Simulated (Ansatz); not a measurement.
Consider a rigid torsion scan of B₂FH₃, SMILES BBF (Ansatz 0.2.0, Python API).

`b2fh3.py`
```python
"""Rigid torsion scan of B2FH3."""

import ansatz as az
from ase import Atoms

BASIS_SET = "6-31G*"
XC = "b3lyp"
FMAX = 0.02

atoms = Atoms(["B", "B", "F", "H", "H", "H"], positions=[
    [-0.4068, 0.1454, -0.688],
    [0.4196, -0.2636, 0.6288],
    [0.6652, 0.7, 1.66],
    [-0.6054, -0.5839, -1.5569],
    [-0.8557, 1.2895, -0.8126],
    [0.8252, -1.3515, 0.7226],
])

# relax first, so that the scan starts from a minimum
first = (
    az.Crystal.molecule_from_ase(atoms).calculation()
    .basis(gaussian=BASIS_SET)
    .functional(XC)
    .relax(force_tolerance=FMAX, max_steps=80)
)
atoms.positions = first.run().report["positions_ang"]

start = atoms.get_dihedral(3, 0, 1, 2)
energies = {}
for turn in range(0, 360, 40):
    turned = atoms.copy()
    turned.set_dihedral(3, 0, 1, 2, start + turn, indices=[1, 2, 5])
    job = (
        az.Crystal.molecule_from_ase(turned).calculation()
        .basis(gaussian=BASIS_SET)
        .functional(XC)
    )
    energies[round((start + turn) % 360)] = job.run().report["free_energy_ev"]
floor = min(energies.values())
print("dihedral H3-B0-B1-F2 (deg)   E - E(min) (eV)")
for angle, e in sorted(energies.items()):
    print(f"{angle:8d} {(e - floor):14.3f}  " + "#" * int(30 * (e - floor) / max(max(energies.values()) - floor, 1e-9)))
```

Where along the turn do the lowest and the highest point lie, and how far apart are they?

The lowest point is at 92° and the highest at 12°, 0.316 eV (30.5 kJ/mol) above it, with the rest of the molecule held.

The output:

```console
$ python b2fh3.py
dihedral H3-B0-B1-F2 (deg)   E - E(min) (eV)
      12          0.316  ##############################
      52          0.126  ###########
      92          0.000
     132          0.125  ###########
     172          0.316  #############################
     212          0.245  #######################
     252          0.048  ####
     292          0.047  ####
     332          0.244  #######################
```

Caveats:
- The scan is rigid and the energies are electronic, in a modest basis. With rigid groups the curve can differ much from the relaxed path, the start wasn't checked as a minimum of this torsion, and equivalent turns needn't return to the same energy.
- b3lyp holds the VWN-RPA fit, as in Gaussian; the form of ORCA and Turbomole is b3lyp5.
- Finished in 18 s on 1 thread of Arm Neoverse V2, on a shared host, peak memory 0.18 GiB.
